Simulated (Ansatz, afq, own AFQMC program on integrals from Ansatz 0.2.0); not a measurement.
**TiH, quartet in def2-TZVP, levels against full CI**

```xyz
2

Ti    0.0000    0.0000    0.0000
H     0.0000    0.0000    1.7567
```

Basis def2-TZVP. Noble-gas cores (and the filled d shells of Ga–Kr and In–Xe) are frozen. Ansatz 0.2.0 and our own AFQMC program on the same integrals; the CISD trial comes from CCSD amplitudes, and released means the phaseless constraint is let go. Error bars are statistical, one sigma. The metal's outer-core s and p shells are frozen, which shifts wave-function levels against functionals.

Determinant: UHF, the one that the program's search chose, which needn't be the lowest solution. The geometry is a PBE0/def2-TZVP stationary point of this or a neighbouring charge and spin state.

Full CI on the same integrals is exact in this basis and with this determinant's frozen core.

Cautions: no relativity below Rb; outer-core shells of the metal frozen; strong correlation (T1 0.058, weight of the determinant 0.92, largest double 0.07); the released energies have errors that jump between times, so the bars are unsure, so no released level is given (meV from the phaseless value at times in 1/Eh: -37 ± 22 at 0.60, 2 ± 11 at 1.20, -26 ± 21 at 2.00, -17 ± 6 at 3.00, -31 ± 20 at 4.20), though the last usable value meets full CI within the noise.

The T1 diagnostic is 0.0579. The weight of the determinant in the CISD state is 0.921, the ⟨S²⟩ of the determinant is 3.756 and the size of the correlated space is 5 electrons in 42 orbitals.

```csv
level,correlation energy (eV)
MP2,-1.1485
CCSD,-1.5674
CCSD(T),-1.6072
```

(1) Estimate where full CI lies against CCSD(T) on the same integrals.

(1) 23.2 meV below CCSD(T).

Reference: full CI, correlation energy -1.630 eV.

```
        level  E − E(reference) (meV)  share of correlation (%)
      CCSD(T)                    23.2                     98.58
        CCSDT                     1.1                     99.93
     CCSDT(Q)                     0.2                     99.99
       CCSDTQ                     0.0                    100.00
ph-AFQMC/CISD              17.9 ± 0.7                     98.90
```

CCSDT and higher add their correlation energy to the determinant of the CCSD(T) run, since their own runs factorise the integrals more tightly (a shift of under 2 meV).
